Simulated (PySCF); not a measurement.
Substituent effects on chemical shifts

Parent skeleton `[Cl:1][c:2]1[cH:3][cH:4][cH:5][cH:6][cH:7]1`; one hydrogen on atom 4 is replaced by X. Hydrogens on one atom are averaged.

Computational details: GIAO PBE0/pcSseg-1 shieldings, GFN2-xTB geometry, in PySCF (no relativistic terms, isolated molecule, single conformer).

Referencing at the same level of theory: ³⁵Cl (σ = 949.78 ppm) vs HCl; ¹³C (σ = 186.93 ppm), ¹H (σ = 31.72 ppm) against TMS.

Parent (X = H): Cl1 238.6, C2 146.2, C3 134.9, C4 135.2, C5 131.6, C6 135.2, C7 134.9, H(C3) 7.62, H(C5) 7.47 ppm. Effects are Δδ = δ(X) − δ(H), positive for deshielding.

Problem. Order these by the shift of C7, most shielded first.
A. X = CN
B. X = OCH3
C. X = SH
D. X = N=CH2

Solution. B (-9.0 ppm), C (-5.2 ppm), D (-3.6 ppm), A (+4.0 ppm).

Problem. Order these by the shift of C3, most shielded first.
A. X = SH
B. X = N=CH2
C. X = OCH3
D. X = CN

Solution. C (-20.9 ppm), B (-13.9 ppm), A (-2.8 ppm), D (+5.3 ppm).
